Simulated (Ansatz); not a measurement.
**CHOSi+ (quintet): wave-function methods side by side, cc-pVDZ**

An exercise on one series of results from a longer session: the logs are not shown, and one member is left open.

Computed with Ansatz 0.2.0, Gaussian basis. Level: cc-pVDZ, core rule «outside noble gas», up to 7 orbitals frozen.

Plan: UHF; CCSD(T) on ROHF; CCSD(T) on UHF; BCCD(T) on ROHF; CISD as a restricted active space (open shells left free, so some higher excitations enter); CCSDT(Q) on ROHF; CCSDT(Q) on UHF.

21 further runs of the same task are left out: 10 that didn't finish, 11 set aside as unsound or not needed. Runs told in other sessions of the task aren't counted.

**The geometry**

The geometry is a PBE0/def2-TZVP stationary point (not a proven minimum) of the parent state, kept for this charge and spin.

4 atoms, charge 1, spin multiplicity 5.

Atoms are counted from 1 here; the program's logs count them from 0.

Bond lengths: C1–O2 1.286 Å, C1–H4 1.089 Å, O2–Si3 1.707 Å. Angles: O2–C1–H4 123.9°, C1–O2–Si3 134.6°.

Set-up of the first run:

File in.yaml:

```yaml
crystal:
  periodic: [false, false, false]
  atoms:
    - {symbol: C, position_ang: [0.000000, -0.310298, 1.646633]}
    - {symbol: O, position_ang: [0.000000, 0.351816, 0.544141]}
    - {symbol: Si, position_ang: [0.000000, -0.073198, -1.108628]}
    - {symbol: H, position_ang: [0.000000, 0.152652, 2.632314]}
basis:
  gaussian: {orbitals: cc-pVDZ}
total_charge: 1
magnetization: {spin_polarized: true, initial_magnetization: 4}
hamiltonian: {xc: hf}
output: {orbitals: {seedname: orbitals}}
```

Command:

```sh
ansatz run in.yaml --threads 1 --pin off --events-out ev --progress --plain --max-ram 2393MiB
```

Among the steps run: UHF; CCSD(T) on ROHF; CCSD(T) on UHF; BCCD(T) on ROHF; CISD as a restricted active space (open shells left free, so some higher excitations enter); CCSDT(Q) on ROHF; CCSDT(Q) on UHF.

One of the session's tables, all rows but one given; the rest of the session is left out.

It belongs to the step «Misses and costs». 

| method | from UCCSDT(Q) (meV) |
| --- | --- |
| ROHF | +9474.4 |
| UHF | +9301.1 |
| RMP2 | +1053.1 |
| UMP2 | +1032.7 |
| CISD | +1203.9 |
| RCCSD | +422.2 |
| UCCSD | +400.4 |
| RCCSD(T) | +75.5 |
| UCCSD(T) | +76.1 |
| BCCD(T) | +72.3 |
| RCCSDT | +35.6 |
| UCCSDT | +33.9 |
| RCCSDT(Q) | ? |
| UCCSDT(Q) | 0 |

Estimate the missing values for RCCSDT(Q).

**Answer.** from UCCSDT(Q) (meV): +12.0. In the column «from UCCSDT(Q) (meV)» it lies between UCCSDT(Q) (0) and UCCSDT (+33.9).

Caveats from the session: Restricted and unrestricted rows rest on different reference determinants; a gap between their highest levels can come from leftover correlation error, from unlike frozen cores or from another state.
